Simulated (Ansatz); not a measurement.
System: zinc-blende MgS (metastable phase). Method: BLYP (plane waves, PAW; Ansatz, a program for electronic structure).

Settings: plane-wave cutoff 520 eV, 10×10×10 k mesh, Fermi–Dirac smearing 0.01 eV, scalar-relativistic PAW data made under PBE.

Computed points:

```
V (Å³/atom)  E − E_lowest (meV/atom)  P (GPa)
-----------  -----------------------  -------
22.295                         15.13     3.62
22.769                          6.44     2.28
23.243                          1.52     1.07
23.718                          0.00    -0.03
24.192                          1.56    -1.01
24.666                          5.90    -1.90
25.141                         12.74    -2.71
```

### Question
Estimate the bulk modulus from the pressures at 23.243 and 24.192 Å³/atom, and compare it with a fit to all energies.

### Answer
B = −V dP/dV. Between V = 23.243 and 24.192 Å³/atom, dP/dV = (-1.01 − (1.07))/(24.192 − 23.243) = -2.19 GPa per Å³/atom; at the midpoint 23.718 Å³/atom this gives B ≈ 52.0 GPa. The third-order Birch–Murnaghan fit gives V0 = 23.706 Å³/atom, B0 = 52.0 GPa, B′ = 4.1, which lies within 1 % of that estimate.

Note: the volume lies 7 % above that of the published cell.

The computed numbers hold no vibrational or temperature effects.
